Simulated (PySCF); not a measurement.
**Partial charges of BH2(OMe)**

BH2(OMe), CH5BO.
Z-matrix (Å and degrees, PBE0-D3(BJ)/def2-SVP geometry), rows numbered from 1:
```
B 
H   1  1.2164
H   1  1.2084  2  122.91
O   1  1.3386  2  120.17  3  -179.84
C   4  1.4051  1  123.19  2     0.88
H   5  1.1004  4  109.18  1  -125.38
H   5  1.1009  4  109.36  1   116.41
H   5  1.1026  4  111.67  1    -4.44
```

Density: PBE0/pcSseg-1 (PySCF); schemes: Mulliken, IAO, Hirshfeld and ESP-fitted. Geometry: PBE0-D3(BJ)/def2-SVP, one conformer, isolated molecule.

**Question.** Atoms with like bonding are taken together and averaged. For which atoms does the sign change between the 4 schemes (beyond +0.03 e in one, beyond −0.03 e in another)?

**Answer.** For none.

**Question.** Which atoms carry the lowest charge in the Mulliken, IAO, Hirshfeld and ESP-fitted schemes?

**Answer.** All schemes agree: Mulliken O4 (-0.460); IAO O4 (-0.343); Hirshfeld O4 (-0.151); ESP-fitted O4 (-0.362).

**Question.** At which atom do the 4 schemes differ most?

**Answer.** At B1: from +0.135 (IAO) to +0.477 e (ESP-fitted), 0.342 e apart.

**Question.** Tabulate the Mulliken, IAO, Hirshfeld and ESP-fitted charges.

**Answer.** In e; atoms taken as equivalent share a row and are averaged (×n: the atom named and its like, n in all):

```
    atom                 environment  Mulliken     IAO  Hirshfeld  ESP-fitted
      B1   boron bonded to O and 2 H    +0.264  +0.135     +0.159      +0.477
   H2/H3              hydrogen on B1    -0.060  -0.016     -0.067      -0.162
      O4    oxygen bonded to B and C    -0.460  -0.343     -0.151      -0.362
      C5  carbon bonded to O and 3 H    -0.034  -0.195     -0.022      -0.028
H6/H7/H8              hydrogen on C5    +0.116  +0.145     +0.049      +0.079
```

Mean size of the charges over all atoms: ESP-fitted 0.179 e, Mulliken 0.153 e, IAO 0.142 e, Hirshfeld 0.077 e. Each set sums to the total charge, 0, to within 0.001 e. The IAO scheme projects the occupied orbitals on a minimal set of polarised atomic orbitals and counts the electrons in each atom's part of it. The Mulliken scheme gives each basis function's population to the atom it is centred on and halves the overlap population of two atoms between them.

Some averages cover members that differ in this geometry: H2/H3, Mulliken -0.083 to -0.036; H2/H3, IAO -0.030 to -0.001 e.

**Question.** How closely do the schemes follow one another over all atoms?

**Answer.** Correlation coefficient and root-mean-square difference: Hirshfeld with ESP-fitted 0.98, 0.144 e; Mulliken with Hirshfeld 0.94, 0.123 e; Mulliken with IAO 0.90, 0.089 e; Mulliken with ESP-fitted 0.90, 0.101 e; IAO with Hirshfeld 0.82, 0.112 e; IAO with ESP-fitted 0.73, 0.159 e.

**Question.** How many electrons does the Hirshfeld scheme count on B1?

**Answer.** Z − q = 5 − (+0.159) = 4.841.

**Question.** Sum the charges by element, for elements with more than one atom.

**Answer.** 
```csv
element,atoms,Mulliken,IAO,Hirshfeld,ESP-fitted
H,5,+0.230,+0.402,+0.014,-0.086
```

The run behind these numbers computed NMR shieldings as well. The run took 5.3 s wall on an x86-64 server with one thread, no GPU, shared host.
